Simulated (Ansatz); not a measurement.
Molecule: OF, charge 0, multiplicity 2. 
Structure (B3LYP-D3(BJ)/def2-TZVP (Ansatz, a quantum-chemistry and plane-wave program) minimum search):
```xyz
2

O      0.0000     0.0000    -0.7142
F      0.0000     0.0000     0.6348
```
Charge 0, spin multiplicity 2.

Basis-set convergence of Hartree-Fock and CCSD correlation energies (hartree) with Ansatz. Cores are frozen in the correlated levels unless marked. UHF or UKS for open shells. Spin-orbit coupling is left out. Non-relativistic.

```csv
basis,functions,E(HF),"E(corr, CCSD)"
def2-SVP,28,-173.97602,-0.35322
def2-TZVPP,62,-174.20261,-0.45902
def2-QZVPP,114,-174.20972,-0.49631
```

Extrapolating the two largest sets (X = 3 and 4) as X^-3: E(corr) = (64·(-0.49631) - 27·(-0.45902))/37 = -0.5235 Eh, an estimate of the basis-set limit. The largest set recovers 94.8 % of it, the smallest 67.5 %.
